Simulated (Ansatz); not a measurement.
The first iterations of a band of AlCl$_{2}$H (4 atoms, charge 0, multiplicity 1).

Theory: RKS PBE/def2-SVP (Ansatz 0.2.0).

```yaml
movable_images: 7
climbing_image: yes
spring: 5.0 eV/Å²
optimiser: quadratic models (default)
start_path: through a guess of the saddle point
force_threshold: 0.2 eV/Å
iteration_limit: 60
end_points: relaxed
```

Image 0:

```xyz
4
Properties=species:S:1:pos:R:3
Al 0.321 0.000 0.340
H 0.087 0.000 1.901
Cl 2.269 0.000 -0.458
Cl -1.310 0.000 -0.994
```

Image 8:

```xyz
4
Properties=species:S:1:pos:R:3
Al -1.243 0.000 0.373
H 1.935 0.000 1.753
Cl 2.011 0.000 0.457
Cl -1.337 0.000 -1.795
```

| iteration | highest image above the first end (eV) | largest band force component (eV/Å) |
| --- | --- | --- |
| 1 | 3.254 | 4.444 |
| 2 | 2.731 | 1.111 |

Question: Does the band converge within its limit, and where does its top end?

Answer: It converged. It ended after 7 iterations with the highest image 2.614 eV above the first end. The threshold of 0.2 eV/Å is loose, so the images may lie well off the minimum-energy path. Another band between the same ends (7 images) ends at a top of the same energy, where a vibrational analysis finds 1 clearly imaginary mode. The orbitals stay closed-shell, which can raise the energy where a bond breaks towards radicals; this wasn't checked here.

Time of the run: 66 s on 1 thread of Arm Neoverse V1, with other jobs on the host, peak memory 0.1 GiB.
